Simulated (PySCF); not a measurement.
dimethyl sulfide (C2H6S), SMILES CSC. Coordinates come from a PBE-D3(BJ)/def2-TZVP optimisation.

Q: Give the equilibrium geometry at PBE-D3(BJ)/def2-TZVP (PySCF confirms it by a frequency run) as Cartesian coordinates in Å, and its point group. (An estimate is asked for; the answer gives what the named calculation found.)

A: point group C2v.
```xyz
9

C      1.3792     0.0000     0.5123
S      0.0000     0.0000    -0.6607
C     -1.3792     0.0000     0.5123
H      1.3632     0.8989     1.1451
H      2.3041     0.0000    -0.0786
H      1.3632    -0.8989     1.1451
H     -1.3632     0.8989     1.1451
H     -2.3041     0.0000    -0.0786
H     -1.3632    -0.8989     1.1451
```
Charge 0, spin multiplicity 1.
